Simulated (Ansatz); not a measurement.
Cost and result for the atomization energy of C₅H₆, SMILES `C1=C[C@H]2C[C@@H]12` (11 atoms, 12 bonds).

```xyz
11

C     0.347    1.141    0.638
C    -0.660    1.155   -0.241
C    -0.259   -0.165   -0.856
C    -0.211   -1.218    0.222
C     0.880   -0.182    0.138
H     0.596    1.742    1.504
H    -1.542    1.773   -0.362
H    -0.191   -0.412   -1.907
H    -0.924   -1.171    1.039
H     0.057   -2.220   -0.102
H     1.908   -0.443   -0.074
```

Total charge 0; spin multiplicity 1. Geometry: relaxed with PBE0-D4/def2-TZVP. Program: Ansatz. All runs use 4 threads of an Arm Neoverse V2 on a shared host. Times are those of one run each, without the atoms' runs, and a repeat can differ threefold. Electronic energies, without spin–orbit coupling; frozen cores. CCSD(T)/CBS adds CCSD(T) − MP2 in def2-TZVPP to the MP2 limit, and its time is that of the two runs behind it. T1 = 0.010; the RHF reference is unstable towards UHF.

CCSD(T)/CBS is a level of theory with its own doubt, some kJ/mol a heavy atom from the limit and from the frozen cores, so smaller differences don't rank the functionals.

```json
{"level": "LDA (SPW92)/def2-TZVPP", "functions": "239", "wall time": "1.4 s"}
{"level": "revPBE-D4/def2-TZVPP", "functions": "239", "wall time": "1.5 s"}
{"level": "PBE-D4/def2-TZVPP (with forces)", "functions": "239", "wall time": "1.8 s"}
{"level": "PBE0-D4/def2-TZVPP", "functions": "239", "wall time": "2.4 s"}
{"level": "CAM-B3LYP-D4/def2-TZVPP", "functions": "239", "wall time": "2.8 s"}
{"level": "BHLYP-D4/def2-TZVPP", "functions": "239", "wall time": "2.8 s"}
{"level": "CCSD(T)/def2-SVP", "functions": "100", "wall time": "3.2 s"}
{"level": "r2SCANh-D4/def2-TZVPP", "functions": "239", "wall time": "4 s"}
{"level": "PBE-QIDH/def2-TZVPP", "functions": "239", "wall time": "4 s"}
{"level": "ωB97X-V/def2-TZVPP", "functions": "239", "wall time": "6 s"}
{"level": "MP2/def2-QZVPP", "functions": "465", "wall time": "20 s"}
{"level": "CCSD(T)/def2-TZVPP", "functions": "239", "wall time": "87 s"}
{"level": "CCSD(T)/CBS(def2)", "functions": "–", "wall time": "110 s"}
```

Q: What atomization energy does each give, and how far from CCSD(T)/CBS? (Best estimate.)

A: The calculation gave: 
```json
{"level": "LDA (SPW92)/def2-TZVPP", "atomization (kcal/mol)": "1311.8", "difference from CCSD(T)/CBS": "180.7", "per bond": "15.1"}
{"level": "revPBE-D4/def2-TZVPP", "atomization (kcal/mol)": "1143.4", "difference from CCSD(T)/CBS": "12.3", "per bond": "1.0"}
{"level": "PBE-D4/def2-TZVPP (with forces)", "atomization (kcal/mol)": "1172.8", "difference from CCSD(T)/CBS": "41.7", "per bond": "3.5"}
{"level": "PBE0-D4/def2-TZVPP", "atomization (kcal/mol)": "1152.5", "difference from CCSD(T)/CBS": "21.4", "per bond": "1.8"}
{"level": "CAM-B3LYP-D4/def2-TZVPP", "atomization (kcal/mol)": "1135.9", "difference from CCSD(T)/CBS": "4.8", "per bond": "0.4"}
{"level": "BHLYP-D4/def2-TZVPP", "atomization (kcal/mol)": "1097.1", "difference from CCSD(T)/CBS": "-34.0", "per bond": "-2.8"}
{"level": "CCSD(T)/def2-SVP", "atomization (kcal/mol)": "1091.8", "difference from CCSD(T)/CBS": "-39.3", "per bond": "-3.3"}
{"level": "r2SCANh-D4/def2-TZVPP", "atomization (kcal/mol)": "1132.8", "difference from CCSD(T)/CBS": "1.7", "per bond": "0.1"}
{"level": "PBE-QIDH/def2-TZVPP", "atomization (kcal/mol)": "1140.4", "difference from CCSD(T)/CBS": "9.3", "per bond": "0.8"}
{"level": "ωB97X-V/def2-TZVPP", "atomization (kcal/mol)": "1135.6", "difference from CCSD(T)/CBS": "4.5", "per bond": "0.4"}
{"level": "MP2/def2-QZVPP", "atomization (kcal/mol)": "1146.4", "difference from CCSD(T)/CBS": "15.3", "per bond": "1.3"}
{"level": "CCSD(T)/def2-TZVPP", "atomization (kcal/mol)": "1104.9", "difference from CCSD(T)/CBS": "-26.2", "per bond": "-2.2"}
{"level": "CCSD(T)/CBS(def2)", "atomization (kcal/mol)": "1131.1", "difference from CCSD(T)/CBS": "0.0", "per bond": "0.0"}
```

In def2-TZVPP, CCSD(T) changes the Hartree–Fock value by +276.4 kcal/mol (the triples alone add +19.6 kcal/mol) and MP2 by +302.6 kcal/mol; breaking electron pairs costs correlation energy, which Hartree–Fock lacks. From PBE to PBE0 (25 % exact exchange), in def2-TZVPP and without D4, the atomization energy moves by −19.5 kcal/mol: exact exchange takes away binding that semilocal exchange gives to molecules. At CCSD(T), def2-SVP lies −39.3 kcal/mol from the extrapolated value and def2-TZVPP −26.2 kcal/mol: correlation converges slowly with the basis, and small sets miss more of it in the bonded molecule than in its fragments.
